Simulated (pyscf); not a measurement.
Thermochemistry of product channels of F–Al(F)–F (SMILES [F][Al]([F])[F]) + H₃C–AlH₂ (SMILES [CH3][AlH2]) on the singlet surface, in kcal/mol, from CCSD(T)/def2-TZVPP + ΔMP2(QZVPP) energies (ideal gas, 1 atm, RRHO with modes under 100 cm⁻¹ raised to 100, one conformer, R ln 2 for chiral ones without a mode under 150 cm⁻¹). Single points on ωB97X-D3(BJ)/def2-SVP structures (PySCF, gas phase). MP2 and CC: frozen core, UHF for open shells. ΔMP2 is the change of the MP2 total energy from the triple- to the quadruple-zeta basis.

```csv
products,ΔE,ΔH(298 K),ΔG(298 K),ΔG(1200 K)
H₃C–AlH–F (SMILES [CH3][AlH][F]) + F–AlH–F (SMILES [F][AlH][F]),-6.3,-6.0,-6.6,-8.2
F–AlH₂ (SMILES [F][AlH2]) + H₃C–Al(F)–F (SMILES [CH3][Al]([F])[F]),-6.7,-6.3,-6.8,-8.1
```

These are energies of the channels, which say nothing of barriers. The CCSD(T) − MP2 part came from Ansatz, without density fitting, on the same reference.
